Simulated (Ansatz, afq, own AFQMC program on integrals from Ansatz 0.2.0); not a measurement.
Integrals from Ansatz 0.2.0, then the random walk in our own AFQMC program (afq).

```yaml
crystal:
  periodic: [false, false, false]
  atoms:
    - {symbol: Ru, position_ang: [0.000000, 0.000000, 0.000000]}
basis:
  gaussian: {orbitals: def2-SVP}
magnetization: {spin_polarized: true, initial_magnetization: 4}
correlation: {method: ccsd_t, electrons: outside_noble_gas, hamiltonian_folder: ham}
```

```sh
$ ansatz run in.yaml --threads 1 --pin off --events-out ev --progress --plain --max-ram 16896MiB --backend cuda --devices 0, --max-vram 18GiB
```

Options of the walk:

```
--method phaseless --trial hf --walkers 4000 --populations 20 --least-time 40 --time-step 0.005 --steps-per-block 20 --equilibration-blocks 160 --max-blocks 4000 --target-error 0.00051 --factor-cut 1e-05 --start spin_pure --seed 2557 --taylor-order 6
```

Times are imaginary, in 1/Eh. The walk had a cap of 49 s. With eight or more populations the least sampling time is a fifth of least-time, and the error comes from their spread. Core potentials past Kr, no spin–orbit coupling.

Log:

```
orbitals 27  electrons 6 2  factors 208 of 223
reference energy -94.09866923 Eh
CCSD correlation -0.12386017 Eh in 8 cycles, weight of the determinant in the CISD state 0.9500
energy of the start -94.098673 Eh
 block  time / (1/Eh)  mean weight  energy / Eh
     1     0.100  1.0004  -94.135178
     2     0.200  1.0009  -94.161307
     3     0.300  1.0010  -94.177912
     4     0.400  1.0009  -94.189200
     5     0.500  1.0007  -94.195164
     8     0.800  1.0002  -94.208929
    13     1.300  1.0000  -94.216310
    31     3.100  0.9999  -94.223560
    49     4.900  1.0000  -94.226468
    67     6.700  0.9998  -94.224963
    85     8.500  0.9997  -94.224055
   103    10.300  1.0003  -94.228140
   109    10.900  0.9999  -94.228870
   121    12.100  0.9999  -94.225628
   139    13.900  0.9996  -94.223412
   157    15.700  1.0001  -94.223283
   175    17.500  0.9999  -94.224053
   187    18.700  0.9994  -94.220389
   193    19.300  1.0004  -94.220490
   211    21.100  0.9998  -94.224054
   229    22.900  1.0000  -94.225380
   235    23.500  0.9997  -94.222028
error from the spread of 20 populations
energy -94.223179 +/- 0.000456 Eh
(rows thinned)
```

The run passed its tests (sampling time, drift between the halves within three errors, error under three times the target), which doesn't prove that it has relaxed. The second half of the sampling lies below the first by 2.8 errors of their difference, so the energy may still be moving and its error bar be too small.

Against this walk (error 12.4 meV) on the same determinant: CCSD(T) 64.6 meV lower, CCSDT(Q) 73.4 meV lower, CCSDTQ 74.3 meV lower, a separate phaseless walk with a CISD trial and standard settings 64.4 ± 12.5 meV lower. The error is statistical and leaves out the bias of the constraint. CCSDTQ is the surest value here, so the walk's 74 meV above it is most likely the bias of the constraint with this trial, which can have either sign.

Cautions: constraint bias not in the error; no spin-orbit coupling; outer-core shells of the metal frozen.

The walk took 16 s on 1 × NVIDIA H100 80GB HBM3 with 2 threads of AMD EPYC 7R13 Processor (Zen 3), on a shared host (the card was shared). The log's last line is the phaseless energy.

CCSDT and higher add their correlation energy to the determinant of the CCSD(T) run, since their own runs factorise the integrals more tightly (a shift of under 2 meV). A walk keeps the symmetry of its determinant, which the program's search chose and which needn't be the lowest solution, so a lower state of the same spin and another symmetry isn't excluded.
